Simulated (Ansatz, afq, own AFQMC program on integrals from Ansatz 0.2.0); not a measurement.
AFQMC on a folder of integrals that Ansatz 0.2.0 wrote.

```yaml
crystal:
  periodic: [false, false, false]
  atoms:
    - {symbol: Ti, position_ang: [0.000000, 0.000000, 0.000000]}
    - {symbol: Cl, position_ang: [0.000000, 0.000000, 3.280600]}
basis:
  gaussian: {orbitals: def2-SVP}
magnetization: {spin_polarized: true, initial_magnetization: 5}
correlation: {method: ccsd_t, electrons: outside_noble_gas, hamiltonian_folder: ham}
```

```sh
$ ansatz run in.yaml --threads 1 --pin off --events-out ev --progress --plain --max-ram 15360MiB --backend cuda --devices 0, --max-vram 18GiB
```

afq runs on the folder ham with

```
--method phaseless --trial cisd --walkers 4000 --populations 20 --least-time 60 --time-step 0.005 --steps-per-block 50 --equilibration-blocks 40 --max-blocks 4000 --target-error 0.0002 --factor-cut 1e-05 --start spin_pure --seed 5244 --release-times 0.24,0.6,1.2,2,3,4.2 --release-step 0.04 --release-every 3 --taylor-order 6
```

Times are imaginary, in 1/Eh. The walk had a cap of 171 s. With eight or more populations the least sampling time is a fifth of least-time, and the error comes from their spread.

Output of the walk:

```
orbitals 35  electrons 8 3  factors 270 of 510
reference energy -1307.57222011 Eh
CCSD correlation -0.15327031 Eh in 21 cycles, weight of the determinant in the CISD state 0.9374
energy of the start -1307.725408 Eh
 block  time / (1/Eh)  mean weight  energy / Eh
     1     0.250  0.9996  -1307.724143
     2     0.500  1.0002  -1307.724776
     3     0.750  0.9998  -1307.725506
     4     1.000  0.9998  -1307.726136
     5     1.250  1.0002  -1307.726518
     8     2.000  0.9996  -1307.727028
    13     3.250  1.0002  -1307.727149
    25     6.250  1.0000  -1307.727323
    37     9.250  0.9997  -1307.727181
    49    12.250  0.9998  -1307.727062
    61    15.250  0.9999  -1307.727092
    69    17.250  1.0000  -1307.731283
    73    18.250  0.9998  -1307.727056
    85    21.250  1.0003  -1307.726405
    97    24.250  1.0005  -1307.726495
   109    27.250  0.9999  -1307.726915
   121    30.250  1.0002  -1307.726731
   133    33.250  0.9999  -1307.726862
   145    36.250  1.0003  -1307.727103
   157    39.250  1.0003  -1307.728797
   169    42.250  1.0004  -1307.727181
   181    45.250  0.9999  -1307.727282
   189    47.250  1.0001  -1307.727109
error from the spread of 20 populations
released: time / (1/Eh)  energy / Eh  error  mean overlap
  0.24  -1307.727055  0.000042  0.9990
  0.60  -1307.726853  0.000430  0.9965
  1.20  -1307.727596  0.000108  0.9969
  2.00  -1307.727426  0.000131  0.9952
  3.00  -1307.736102  0.007664  0.9848
  4.20  -1307.722011  0.005884  0.9791
energy -1307.726988 +/- 0.000048 Eh
(rows thinned)
```

The run passed its tests (sampling time, drift between the halves within three errors, error under three times the target), which doesn't prove that it has relaxed, ending at its cap on processor time.

Against this walk (error 1.3 meV) on the same determinant: CCSD(T) 2.4 meV higher (within the noise). The error is statistical and leaves out the bias of the constraint. None of these is a sure reference here. The released energies have errors that jump between times, so the bars are unsure (meV from the phaseless value at times in 1/Eh: 4 ± 12 at 0.60, -17 ± 3 at 1.20, -12 ± 4 at 2.00, -248 ± 209 at 3.00, 135 ± 160 at 4.20), so they give no level; they do show a bias of the constraint, and the last of them that isn't too noisy lies 14 meV below CCSD(T).

Cautions: constraint bias not in the error; no relativity below Rb; outer-core shells of the metal frozen; another spin lies lower.

The walk took 2.9 min on 1 × NVIDIA H100 80GB HBM3 with 2 threads of AMD EPYC 7R13 Processor (Zen 3), on a shared host (the card was shared). The log's last line is the phaseless energy.

A walk keeps the symmetry of its determinant, which the program's search chose and which needn't be the lowest solution, so a lower state of the same spin and another symmetry isn't excluded.
